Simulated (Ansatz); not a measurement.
# HCl⁺, doublet: vertical spin and charge gaps

Geometry (PBE0/def2-TZVP stationary point for this spin):

```yaml
atoms:
  - { symbol: Cl, position_ang: [0.0000, 0.0000, 0.0000] }
  - { symbol: H, position_ang: [0.0000, 0.0000, 1.3212] }
```

Basis cc-pVDZ; Ansatz 0.2.0. Correlated methods freeze the noble-gas cores. Prefix R: restricted or restricted open-shell reference; prefix U: unrestricted.

Gaps are energies of the second state less the first, at fixed atoms, for a selection of the levels run; each method lands on the state that its own search finds for that charge and spin.

For open shells CISD is restricted-active-space CI with the open shells as a complete middle space.

Quartet less doublet: 8.393 eV at full CI (doublet B2, quartet A2, in C2v).

```json
{"level": "UHF", "gap (eV)": "7.905", "error (meV)": "-488"}
{"level": "RMP2", "gap (eV)": "8.387", "error (meV)": "-6"}
{"level": "UMP2", "gap (eV)": "8.404", "error (meV)": "11"}
{"level": "CISD", "gap (eV)": "8.324", "error (meV)": "-69"}
{"level": "UCCSD", "gap (eV)": "8.376", "error (meV)": "-17"}
{"level": "RCCSD(T)", "gap (eV)": "8.391", "error (meV)": "-2"}
{"level": "UCCSDT", "gap (eV)": "8.392", "error (meV)": "-1"}
{"level": "PBE0", "gap (eV)": "8.523", "error (meV)": "130"}
{"level": "B3LYP", "gap (eV)": "8.600", "error (meV)": "207"}
{"level": "RPA-PBE", "gap (eV)": "8.543", "error (meV)": "150"}
```

In so small a basis the reference is far from its limit while semilocal and hybrid functionals are nearer theirs (RPA and double hybrids share part of the reference's basis error), so the functionals' errors here hold much of the reference's basis and frozen-core error, which can add to them or hide them.

Full CI is exact within this basis and frozen core; it isn't the basis-set limit. The frozen core follows each run's orbitals, which can shift R against U totals by a few meV.
